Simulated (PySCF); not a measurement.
Consider `[O][O]` (O2, triplet). Numbering: `[O:1][O:2]`

Level of theory: ωB97X-D3(BJ)/ma-def2-TZVP single points in PySCF, grid level 2; every species was optimised with PBE0-D3(BJ)/ma-def2-SVP. The prefix ma- adds one diffuse s and one diffuse p function on all atoms but H. Zero-point and thermal terms (298.15 K, 1 bar) come from unscaled PBE0-D3(BJ)/ma-def2-SVP harmonic frequencies, with soft modes damped to free rotors in the entropy.

(1) What are the vertical and the adiabatic ionisation energy for forming the radical cation?

(2) Where does the unpaired spin of the relaxed radical cation sit?

(3) What oxidation potential follows in acetonitrile (IEF-PCM), given that Fc+/Fc comes at 4.54 V absolute with this functional and basis?

Answers

(1) 12.80 eV vertical and 12.41 eV adiabatic, the latter with zero-point energy.

(2) O1 (oxygen) 0.50, O2 (oxygen) 0.50 (intrinsic atomic orbital populations).

(3) In the gas phase ΔG of oxidation is 12.410 eV, and solvation is -0.5 kJ/mol for the parent and -334.5 kJ/mol for the product, so the absolute potential is 8.95 V, or 4.41 V against Fc+/Fc. Fc+/Fc in acetonitrile, 4.54 V, is ωB97X-D3(BJ)/ma-def2-TZVP on PBE0-D3(BJ)/def2-SVP structures with GFN2-xTB thermal terms. Benchmark calculations put it near 5.0 V in acetonitrile and DMSO, so it is about 0.5 V low, and the value against it can read up to that much too high. The solvent is electrostatics only, on gas-phase structures; the absolute scale refers to an electron at rest in vacuum.
